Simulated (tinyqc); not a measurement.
Inside a calculation. Method: CCSD on RHF in the sto-3g basis, for H2F+, spin multiplicity 1. One step of it, computed by the program tinyqc.

Task: Integrals over molecular orbitals. (pq|rs) = sum C_ip C_jq C_kr C_ls (ij|kl), one index at a time.

coefficients C:
```
,MO1,MO2,MO3,MO4,MO5,MO6,MO7
1F 1s,0.994606,-0.248060,0.003004,0.072967,0.000000,0.113074,0.008578
1F 2s,0.023618,0.932358,-0.015874,-0.366887,0.000000,-0.740727,-0.061821
1F 2px,0.000000,0.000000,0.000000,0.000000,1.000000,0.000000,0.000000
1F 2py,0.000104,0.004208,0.741797,-0.013610,0.000000,0.048994,-0.834753
1F 2pz,0.002839,0.127780,0.014056,0.871279,0.000000,-0.567398,-0.040099
2H 1s,-0.004704,0.089005,0.341256,0.193195,0.000000,0.714362,0.895741
3H 1s,-0.004491,0.085012,-0.335699,0.205175,0.000000,0.812093,-0.788351
```

core Hamiltonian H = T + V (hartree), lower triangle:
```
,1F 1s,1F 2s,1F 2px,1F 2py,1F 2pz,2H 1s,3H 1s
1F 1s,-41.142607
1F 2s,-9.655645,-11.613839
1F 2px,0.000000,0.000000,-9.238286
1F 2py,-0.000451,-0.004825,0.000000,-9.380935
1F 2pz,-0.016504,-0.198860,0.000000,-0.002470,-9.312283
2H 1s,-1.925089,-4.149488,0.000000,-2.164679,-1.621454,-5.689015
3H 1s,-1.841604,-4.016368,0.000000,2.111367,-1.583151,-1.735492,-5.607871
```

Two-electron integrals (ij|kl) in chemists' order, unique and non-zero (hartree):
```
i,j,k,l,(ij|kl)
1,1,1,1,5.403501
2,1,1,1,0.841920
2,1,2,1,0.156299
2,2,1,1,1.268028
2,2,2,1,0.292344
2,2,2,2,0.926167
3,1,3,1,0.027998
3,2,3,1,0.043169
3,2,3,2,0.204588
3,3,1,1,1.264502
3,3,2,1,0.292403
3,3,2,2,0.925959
3,3,3,3,0.997514
4,1,4,1,0.027998
4,2,4,1,0.043169
4,2,4,2,0.204588
4,3,4,3,0.053770
4,4,1,1,1.264502
4,4,2,1,0.292403
4,4,2,2,0.925959
4,4,3,3,0.889973
4,4,4,4,0.997514
5,1,5,1,0.027998
5,2,5,1,0.043169
5,2,5,2,0.204588
5,3,5,3,0.053770
5,4,5,4,0.053770
5,5,1,1,1.264502
5,5,2,1,0.292403
5,5,2,2,0.925959
5,5,3,3,0.889973
5,5,4,4,0.889973
5,5,5,5,0.997514
6,1,1,1,0.169348
6,1,2,1,0.031154
6,1,2,2,0.057838
6,1,3,3,0.057752
6,1,4,1,0.001033
6,1,4,2,0.001929
6,1,4,4,0.057927
6,1,5,1,0.000744
6,1,5,2,0.001389
6,1,5,4,0.000126
6,1,5,5,0.057842
6,1,6,1,0.006274
6,2,1,1,0.408031
6,2,2,1,0.095246
6,2,2,2,0.334261
6,2,3,3,0.329519
6,2,4,1,0.005238
6,2,4,2,0.040060
6,2,4,4,0.338677
6,2,5,1,0.003772
6,2,5,2,0.028847
6,2,5,4,0.006595
6,2,5,5,0.334268
6,2,6,1,0.019232
6,2,6,2,0.145660
6,3,3,1,0.010220
6,3,3,2,0.059609
6,3,4,3,0.008533
6,3,5,3,0.006144
6,3,6,3,0.022132
6,4,1,1,0.217899
6,4,2,1,0.051541
6,4,2,2,0.193709
6,4,3,3,0.185293
6,4,4,1,0.012712
6,4,4,2,0.081801
6,4,4,4,0.207604
6,4,5,1,0.001794
6,4,5,2,0.015981
6,4,5,4,0.009922
6,4,5,5,0.188013
6,4,6,1,0.010867
6,4,6,2,0.103445
6,4,6,4,0.095074
6,5,1,1,0.156911
6,5,2,1,0.037115
6,5,2,2,0.139491
6,5,3,3,0.133430
6,5,4,1,0.001794
6,5,4,2,0.015981
6,5,4,4,0.137208
6,5,5,1,0.011512
6,5,5,2,0.071117
6,5,5,4,0.011253
6,5,5,5,0.147678
6,5,6,1,0.007825
6,5,6,2,0.074491
6,5,6,4,0.052525
6,5,6,5,0.059956
6,6,1,1,0.541504
6,6,2,1,0.128484
6,6,2,2,0.518336
6,6,3,3,0.500153
6,6,4,1,0.009349
6,6,4,2,0.099152
6,6,4,4,0.535672
6,6,5,1,0.006732
6,6,5,2,0.071400
6,6,5,4,0.025577
6,6,5,5,0.518571
6,6,6,1,0.026139
6,6,6,2,0.282430
6,6,6,4,0.232964
6,6,6,5,0.167758
6,6,6,6,0.774606
7,1,1,1,0.161918
7,1,2,1,0.029792
7,1,2,2,0.055322
7,1,3,3,0.055240
7,1,4,1,-0.000990
7,1,4,2,-0.001850
7,1,4,4,0.055408
7,1,5,1,0.000713
7,1,5,2,0.001333
7,1,5,4,-0.000122
7,1,5,5,0.055327
7,1,6,1,0.005922
7,1,6,2,0.017908
7,1,6,4,0.009251
7,1,6,5,0.007292
7,1,6,6,0.024101
7,1,7,1,0.005737
7,2,1,1,0.394364
7,2,2,1,0.092075
7,2,2,2,0.323637
7,2,3,3,0.319013
7,2,4,1,-0.005073
7,2,4,2,-0.038962
7,2,4,4,0.327943
7,2,5,1,0.003654
7,2,5,2,0.028067
7,2,5,4,-0.006433
7,2,5,5,0.323647
7,2,6,1,0.018099
7,2,6,2,0.117568
7,2,6,4,0.056900
7,2,6,5,0.058488
7,2,6,6,0.189651
7,2,7,1,0.017785
7,2,7,2,0.137119
7,3,3,1,0.009827
7,3,3,2,0.057513
7,3,4,3,-0.008279
7,3,5,3,0.005964
7,3,6,3,0.017309
7,3,7,3,0.020721
7,4,1,1,-0.212199
7,4,2,1,-0.050198
7,4,2,2,-0.188932
7,4,3,3,-0.180752
7,4,4,1,0.012254
7,4,4,2,0.079211
7,4,4,4,-0.202426
7,4,5,1,-0.001749
7,4,5,2,-0.015630
7,4,5,4,0.009649
7,4,5,5,-0.183406
7,4,6,1,-0.009426
7,4,6,2,-0.057509
7,4,6,4,-0.010820
7,4,6,5,-0.027958
7,4,6,6,-0.081634
7,4,7,1,-0.010120
7,4,7,2,-0.098105
7,4,7,4,0.090398
7,5,1,1,0.152860
7,5,2,1,0.036161
7,5,2,2,0.136099
7,5,3,3,0.130206
7,5,4,1,-0.001749
7,5,4,2,-0.015630
7,5,4,4,0.133891
7,5,5,1,0.011086
7,5,5,2,0.068772
7,5,5,4,-0.010934
7,5,5,5,0.144047
7,5,6,1,0.007423
7,5,6,2,0.058799
7,5,6,4,0.027828
7,5,6,5,0.046201
7,5,6,6,0.105290
7,5,7,1,0.007290
7,5,7,2,0.070671
7,5,7,4,-0.050192
7,5,7,5,0.056878
7,6,1,1,0.158351
7,6,2,1,0.037340
7,6,2,2,0.143369
7,6,3,3,0.140621
7,6,4,1,-0.000014
7,6,4,2,-0.000161
7,6,4,4,0.143221
7,6,5,1,0.002343
7,6,5,2,0.021769
7,6,5,4,-0.000039
7,6,5,5,0.146115
7,6,6,1,0.007469
7,6,6,2,0.062742
7,6,6,4,0.038563
7,6,6,5,0.036607
7,6,6,6,0.129174
7,6,7,1,0.007146
7,6,7,2,0.061079
7,6,7,4,-0.038000
7,6,7,5,0.035868
7,6,7,6,0.033369
7,7,1,1,0.532544
7,7,2,1,0.126384
7,7,2,2,0.511105
7,7,3,3,0.493247
7,7,4,1,-0.009111
7,7,4,2,-0.097407
7,7,4,4,0.528122
7,7,5,1,0.006563
7,7,5,2,0.070168
7,7,5,4,-0.025122
7,7,5,5,0.511344
7,7,6,1,0.024786
7,7,6,2,0.193227
7,7,6,4,0.082306
7,7,6,5,0.106663
7,7,6,6,0.338270
7,7,7,1,0.024591
7,7,7,2,0.272240
7,7,7,4,-0.226235
7,7,7,5,0.162971
7,7,7,6,0.129174
7,7,7,7,0.774606
```

Give: one-electron integrals over orbitals h = C^T H C; Two-electron integrals over orbitals.

Result:

one-electron integrals over orbitals h = C^T H C (hartree), lower triangle:
```
,1,2,3,4,5,6,7
1,-41.124
2,0.686,-9.706
3,-0.008,0.009,-8.209
4,-0.192,0.324,-0.020,-8.826
5,0.000,0.000,0.000,0.000,-9.238
6,-0.300,1.440,-0.129,1.302,0.000,-5.717
7,-0.023,0.113,2.116,0.040,0.000,0.011,-6.094
```

Two-electron integrals over orbitals (pq|rs), unique and non-zero (hartree):
```
p,q,r,s,(pq|rs)
1,1,1,1,5.362
2,1,1,1,-0.499
2,1,2,1,0.074
2,2,1,1,1.199
2,2,2,1,-0.018
2,2,2,2,0.862
3,1,1,1,0.006
3,1,2,1,-7.33e-04
3,1,2,2,7.39e-04
3,1,3,1,0.017
3,2,1,1,-2.98e-03
3,2,2,1,4.02e-04
3,2,2,2,1.87e-03
3,2,3,1,0.026
3,2,3,2,0.162
3,3,1,1,0.999
3,3,2,1,-0.008
3,3,2,2,0.767
3,3,3,1,-3.18e-04
3,3,3,2,-1.73e-03
3,3,3,3,0.751
4,1,1,1,0.146
4,1,2,1,-0.018
4,1,2,2,0.016
4,1,3,1,3.29e-04
4,1,3,2,-7.63e-06
4,1,3,3,0.005
4,1,4,1,0.029
4,2,1,1,-0.092
4,2,2,1,0.009
4,2,2,2,0.013
4,2,3,1,-2.31e-05
4,2,3,2,8.23e-05
4,2,3,3,-4.85e-03
4,2,4,1,0.029
4,2,4,2,0.156
4,3,1,1,4.38e-03
4,3,2,1,-2.16e-04
4,3,2,2,1.45e-03
4,3,3,1,-4.42e-03
4,3,3,2,3.32e-03
4,3,3,3,1.79e-03
4,3,4,1,-4.12e-04
4,3,4,2,-2.30e-03
4,3,4,3,0.049
4,4,1,1,1.169
4,4,2,1,-0.015
4,4,2,2,0.814
4,4,3,1,6.31e-05
4,4,3,2,-2.22e-03
4,4,3,3,0.724
4,4,4,1,-0.012
4,4,4,2,-0.094
4,4,4,3,2.80e-03
4,4,4,4,0.910
5,1,5,1,0.030
5,2,5,1,0.039
5,2,5,2,0.179
5,3,5,1,-4.50e-04
5,3,5,2,-1.57e-03
5,3,5,3,0.039
5,4,5,1,-0.011
5,4,5,2,-0.038
5,4,5,3,6.15e-04
5,4,5,4,0.057
5,5,1,1,1.264
5,5,2,1,-0.014
5,5,2,2,0.878
5,5,3,1,1.74e-04
5,5,3,2,-1.55e-03
5,5,3,3,0.755
5,5,4,1,4.15e-03
5,5,4,2,-0.051
5,5,4,3,2.47e-03
5,5,4,4,0.842
5,5,5,5,0.998
6,1,1,1,0.229
6,1,2,1,-0.036
6,1,2,2,3.48e-03
6,1,3,1,1.24e-03
6,1,3,2,1.14e-03
6,1,3,3,2.43e-03
6,1,4,1,-3.80e-03
6,1,4,2,-0.019
6,1,4,3,7.54e-05
6,1,4,4,0.015
6,1,5,5,0.006
6,1,6,1,0.024
6,2,1,1,-0.309
6,2,2,1,0.008
6,2,2,2,-0.153
6,2,3,1,7.06e-04
6,2,3,2,4.02e-03
6,2,3,3,-0.097
6,2,4,1,-0.018
6,2,4,2,-0.038
6,2,4,3,-1.57e-03
6,2,4,4,-0.108
6,2,5,5,-0.159
6,2,6,1,4.36e-03
6,2,6,2,0.083
6,3,1,1,0.025
6,3,2,1,-5.57e-04
6,3,2,2,0.012
6,3,3,1,-4.48e-03
6,3,3,2,0.024
6,3,3,3,0.011
6,3,4,1,4.51e-05
6,3,4,2,-3.63e-03
6,3,4,3,0.016
6,3,4,4,0.011
6,3,5,5,0.014
6,3,6,1,8.69e-05
6,3,6,2,-0.006
6,3,6,3,0.064
6,4,1,1,-0.252
6,4,2,1,2.91e-03
6,4,2,2,-0.129
6,4,3,1,-5.50e-04
6,4,3,2,-3.60e-03
6,4,3,3,-0.079
6,4,4,1,-0.006
6,4,4,2,0.010
6,4,4,3,-8.94e-04
6,4,4,4,-0.141
6,4,5,5,-0.135
6,4,6,1,1.11e-03
6,4,6,2,0.061
6,4,6,3,-0.008
6,4,6,4,0.068
6,5,5,1,-0.015
6,5,5,2,-0.056
6,5,5,3,1.93e-03
6,5,5,4,-4.93e-03
6,5,6,5,0.029
6,6,1,1,0.726
6,6,2,1,-0.006
6,6,2,2,0.595
6,6,3,1,-9.56e-04
6,6,3,2,-0.011
6,6,3,3,0.570
6,6,4,1,0.018
6,6,4,2,0.070
6,6,4,3,-0.006
6,6,4,4,0.548
6,6,5,5,0.565
6,6,6,1,-0.005
6,6,6,2,-0.061
6,6,6,3,-0.008
6,6,6,4,-0.030
6,6,6,6,0.558
7,1,1,1,0.017
7,1,2,1,-2.84e-03
7,1,2,2,-3.85e-06
7,1,3,1,-0.017
7,1,3,2,-0.025
7,1,3,3,6.61e-04
7,1,4,1,1.29e-04
7,1,4,2,-8.87e-04
7,1,4,3,4.58e-03
7,1,4,4,8.96e-04
7,1,5,5,4.60e-04
7,1,6,1,7.05e-04
7,1,6,2,-7.74e-04
7,1,6,3,4.16e-03
7,1,6,4,5.01e-04
7,1,6,6,9.46e-04
7,1,7,1,0.018
7,2,1,1,-0.025
7,2,2,1,5.47e-04
7,2,2,2,-0.012
7,2,3,1,-0.017
7,2,3,2,-0.058
7,2,3,3,-0.006
7,2,4,1,-8.93e-04
7,2,4,2,-6.01e-04
7,2,4,3,0.027
7,2,4,4,-0.010
7,2,5,5,-0.012
7,2,6,1,-7.90e-04
7,2,6,2,2.80e-03
7,2,6,3,0.029
7,2,6,4,4.77e-03
7,2,6,6,-0.006
7,2,7,1,0.016
7,2,7,2,0.055
7,3,1,1,-0.420
7,3,2,1,0.009
7,3,2,2,-0.193
7,3,3,1,-9.78e-05
7,3,3,2,4.48e-03
7,3,3,3,-0.159
7,3,4,1,1.46e-03
7,3,4,2,0.062
7,3,4,3,-6.63e-04
7,3,4,4,-0.199
7,3,5,5,-0.223
7,3,6,1,-0.006
7,3,6,2,0.074
7,3,6,3,-0.005
7,3,6,4,0.079
7,3,6,6,-0.023
7,3,7,1,-3.86e-04
7,3,7,2,0.008
7,3,7,3,0.158
7,4,1,1,-0.008
7,4,2,1,6.19e-05
7,4,2,2,-3.40e-03
7,4,3,1,0.009
7,4,3,2,0.061
7,4,3,3,-2.90e-03
7,4,4,1,-6.42e-04
7,4,4,2,-1.81e-03
7,4,4,3,-0.011
7,4,4,4,-4.33e-03
7,4,5,5,-3.97e-03
7,4,6,1,7.53e-04
7,4,6,2,3.63e-03
7,4,6,3,0.038
7,4,6,4,-1.09e-03
7,4,6,6,-0.009
7,4,7,1,-0.009
7,4,7,2,-0.011
7,4,7,3,0.005
7,4,7,4,0.051
7,5,5,1,-1.11e-03
7,5,5,2,-4.21e-03
7,5,5,3,-0.025
7,5,5,4,2.74e-04
7,5,6,5,7.81e-04
7,5,7,5,0.020
7,6,1,1,-1.85e-03
7,6,2,1,1.22e-04
7,6,2,2,1.37e-03
7,6,3,1,0.010
7,6,3,2,0.097
7,6,3,3,-1.97e-03
7,6,4,1,8.09e-04
7,6,4,2,2.57e-03
7,6,4,3,0.042
7,6,4,4,-3.24e-03
7,6,5,5,-8.04e-04
7,6,6,1,9.83e-05
7,6,6,2,-1.35e-03
7,6,6,3,0.075
7,6,6,4,-0.006
7,6,6,6,-0.019
7,6,7,1,-0.010
7,6,7,2,0.010
7,6,7,3,0.008
7,6,7,4,0.059
7,6,7,6,0.151
7,7,1,1,0.816
7,7,2,1,-0.008
7,7,2,2,0.627
7,7,3,1,1.63e-03
7,7,3,2,0.013
7,7,3,3,0.629
7,7,4,1,3.78e-03
7,7,4,2,0.010
7,7,4,3,0.005
7,7,4,4,0.604
7,7,5,5,0.613
7,7,6,1,2.89e-03
7,7,6,2,-0.050
7,7,6,3,0.014
7,7,6,4,-0.030
7,7,6,6,0.548
7,7,7,1,-1.25e-03
7,7,7,2,-3.06e-03
7,7,7,3,-0.068
7,7,7,4,0.007
7,7,7,6,0.017
7,7,7,7,0.594
```
